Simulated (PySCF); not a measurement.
**Partial charges of CH4**

Species: CH4.
Cartesian coordinates in Å at the PBE0-D3(BJ)/def2-SVP level; atoms count from 1:
```
atom  x, y, z in Å
C1     0.0000    0.0000    0.0000
H2    -0.7161   -0.2856   -0.7819
H3     0.1178    1.0917    0.0073
H4    -0.3723   -0.3345    0.9774
H5     0.9707   -0.4714   -0.2028
```

The species is `C` (CH4).

Density: PBE0/pcSseg-1 (PySCF); schemes: Mulliken, IAO, Hirshfeld and ESP-fitted. Isolated species at its PBE0-D3(BJ)/def2-SVP geometry, gas phase.

What partial charge does each atom carry?

In e:

```tsv
atom	environment	Mulliken	IAO	Hirshfeld	ESP-fitted
C1	methane carbon	-0.447	-0.582	-0.169	-0.612
H2	hydrogen on C1	+0.112	+0.145	+0.042	+0.153
H3	hydrogen on C1	+0.112	+0.145	+0.042	+0.153
H4	hydrogen on C1	+0.112	+0.145	+0.042	+0.153
H5	hydrogen on C1	+0.112	+0.145	+0.042	+0.153
```

Mean size of the charges over all atoms: ESP-fitted 0.245 e, IAO 0.233 e, Mulliken 0.179 e, Hirshfeld 0.068 e. Each set sums to the total charge, 0, to within 0.001 e. The ESP scheme fits charges at the nuclei, held to the total charge, to the electrostatic potential on points at 1.4 to 2.0 times the van der Waals radii. The Hirshfeld scheme divides the density at each point in proportion to the densities of the neutral, spherically averaged free atoms.

Lowest charge. All schemes agree: Mulliken C1 (-0.447); IAO C1 (-0.582); Hirshfeld C1 (-0.169); ESP-fitted C1 (-0.612).

Highest charge. All schemes agree: Mulliken H2, H3, H4 and H5 (+0.112); IAO H2, H3, H4 and H5 (+0.145); Hirshfeld H2, H3, H4 and H5 (+0.042); ESP-fitted H2, H3, H4 and H5 (+0.153).

Sum the charges by element, for elements with more than one atom.

```json
{"element": "H", "atoms": "4", "Mulliken": "+0.447", "IAO": "+0.582", "Hirshfeld": "+0.169", "ESP-fitted": "+0.612"}
```

How many electrons does the IAO scheme count on C1?

Z − q = 6 − (-0.582) = 6.582.
